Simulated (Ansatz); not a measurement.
Relaxation of BH6NO (9 atoms, charge 0, multiplicity 1), to a largest force component of 0.03 eV/Å in at most 50 steps.

Method: RKS BLYP-D4/def2-SVP in Ansatz 0.2.0.

```xyz
9
Properties=species:S:1:pos:R:3
B 0.005 -0.141 0.015
O 0.043 -0.541 1.354
H -0.849 -0.600 1.741
N 1.212 -0.147 -0.714
H 2.095 -0.408 -0.277
H 1.289 0.166 -1.678
H -1.036 0.179 -0.534
H 0.222 2.098 0.855
H 0.146 1.676 1.433
```

Q: Where does it end, and by what steps?

A: The forces met the threshold. The force dipped under the threshold on the way, but the program's further checks kept it going. After 38 steps the energy has fallen by 0.280 eV; H8 moved furthest, 1.88 Å.

| step | energy less start (eV) | largest force component (eV/Å) | accepted |
| --- | --- | --- | --- |
| 0 | 0.0000 | 1.435 | yes |
| 2 | -0.2001 | 0.191 | yes |
| 4 | -0.2317 | 0.345 | yes |
| 6 | -0.2236 | 1.256 | no |
| 8 | -0.2586 | 0.071 | yes |
| 10 | -0.2667 | 0.130 | yes |
| 12 | -0.2695 | 0.109 | yes |
| 14 | -0.2728 | 0.190 | yes |
| 16 | -0.2748 | 0.031 | yes |
| 18 | -0.2748 | 0.120 | no |
| 20 | -0.2755 | 0.038 | yes |
| 22 | -0.2759 | 0.018 | yes |
| 24 | -0.2763 | 0.043 | yes |
| 26 | -0.2768 | 0.065 | yes |
| 28 | -0.2773 | 0.071 | yes |
| 30 | -0.2778 | 0.153 | no |
| 32 | -0.2782 | 0.143 | no |
| 34 | -0.2791 | 0.058 | yes |
| 36 | -0.2794 | 0.096 | yes |
| 38 | -0.2801 | 0.007 | yes |

```xyz
9
Properties=species:S:1:pos:R:3
B -0.011 -0.536 -0.322
O -0.212 0.187 0.842
H -1.101 0.049 1.211
N 1.234 -0.444 -0.976
H 2.001 0.135 -0.627
H 1.446 -0.946 -1.835
H -0.886 -1.245 -0.789
H 0.357 2.854 2.566
H 0.298 2.227 2.126
```

Run time: 22 s on 1 thread of AMD EPYC 9R45 96-Core Processor (Zen 5), with other jobs on the host, peak memory 0.15 GiB.
